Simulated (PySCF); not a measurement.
**Working out the ionisation energy of Ne**

Ne [Ne] (1S) → Ne+ [He] 2s2 2p5 (2P). All numbers are calculated (PySCF 2.14, no relativity, point nucleus, in aug-cc-pVDZ (4s3p2d, 23 functions)). Frozen: 1s2. Energies in hartree (1 hartree = 27.21139 eV):

```
            part   Ne (lower)  Ne+ (upper)
             UHF  -128.496350  -127.766882
CCSD correlation    -0.210154    -0.153547
             (T)    -0.002791    -0.001651
```

**Question.** What does Hartree-Fock give?

**Answer.** (-127.766882) − (-128.496350) = 0.729468 hartree = 19.850 eV.

**Question.** What do CCSD and CCSD(T) give?

**Answer.** The CCSD correlation energies differ by 0.056607 hartree = 1.540 eV and the triples by 0.001140 hartree = 0.031 eV, so CCSD gives 21.390 eV and CCSD(T) 21.421 eV.

Measured between the centres of the two terms (NIST): 21.597 eV, so CCSD(T) (valence) is off by -0.176 eV.

A double-zeta basis recovers only part of the correlation energy.

What remains against the reference includes basis incompleteness, the frozen core and higher excitations.
